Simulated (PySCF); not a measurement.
Telling isomers of C₄H₅F apart by NMR

Computational details: J: B3LYP/pcJ-1 (spin–dipole term left out of most H,H and C,H couplings), NMR shieldings at PBE0/pcSseg-1/GIAO, geometry from PBE0-D3(BJ)/def2-SVP, in PySCF 2.14.0 with density-fitted response routines (non-relativistic Hamiltonian, single conformer, gas phase, one averaged value for each set of equivalent atoms).

References, each an isolated molecule treated in the same way: 1H, 13C against TMS. Multiplet labels drop J under 1 Hz and among equivalent protons, and merge close values. Unscaled 3J(H,H) run several per cent high. One-bond C–F couplings are unscaled and too large by tens of Hz. Shifts are as computed. Against solution values, carbons near 30 ppm lie about +2 ppm off and those near 130 ppm about +5 ppm. Of 1211 compounds with measured shifts, 218 miss one by over three times the rms of a fit or turn the order of signals round; such compounds aren't used in these exercises.

(1) Tabulate the signals of `FCC1=CC1`, `CC#CCF`, `C=CC(=C)F` and their relative energies.

(2) What is the quickest way to tell FCC1=CC1 from CC#CCF?

(3) What is the quickest way to tell CC#CCF from C=CC(=C)F?

(4) What is the quickest way to tell FCC1=CC1 from C=CC(=C)F?

Results:

(1) 
| SMILES | carbon types | δC | δH | E rel. (kcal/mol) |
| --- | --- | --- | --- | --- |
| FCC1=CC1 | 1×C 1×CH 2×CH2 | 124.3, 109.0, 82.5, 10.3 | 7.01 (dtt, 1H), 5.53 (m, 2H), 1.28 (m, 2H) | 34.5 |
| CC#CCF | 2×C 1×CH2 1×CH3 | 92.1, 79.9, 71.3, 4.8 | 4.97 (dq, 2H), 1.94 (dt, 3H) | 17.5 |
| C=CC(=C)F | 1×C 1×CH 2×CH2 | 170.8, 137.0, 124.8, 99.9 | 6.14 (m, 1H), 5.92 (m, 1H), 5.52 (m, 1H), 4.93 (dtd, 1H), 4.57 (ddd, 1H) | 0.0 |

Energies are electronic energies at PBE0/pcSseg-1 on these geometries, without zero-point or thermal terms, each for the one conformer computed, which needn't be the lowest.

(2) Both give the same number of carbon signals, but DEPT or the intensities differ. The first has an alkene CH at 109.0 ppm, the second a propargylic methyl carbon (CH3) at 4.8 ppm. Their most deshielded carbons lie at 124.3 and 92.1 ppm. In the proton spectra the most deshielded non-exchanging signals are 7.01 (dtt, J = 5.9, 3.8, 2.2 Hz, 1H) and 4.97 (dq, J = 55.2, 3.4 Hz, 2H).

(3) Both give the same number of carbon signals, but DEPT or the intensities differ. The first has an alkyne carbon (C) at 92.1 ppm, the second a fully substituted alkene carbon (C) at 170.8 ppm. In the proton spectra the most deshielded non-exchanging signals are 4.97 (dq, J = 55.2, 3.4 Hz, 2H) and 6.14 (m, 1H).

(4) Both give the same number of carbon signals, with the same numbers of each carbon type, so the positions decide. The first has a three-membered-ring carbon (CH2) at 10.3 ppm, the second a fully substituted alkene carbon (C) at 170.8 ppm. Their most deshielded carbons lie at 124.3 and 170.8 ppm. In the proton spectra the most deshielded non-exchanging signals are 7.01 (dtt, J = 5.9, 3.8, 2.2 Hz, 1H) and 6.14 (m, 1H).
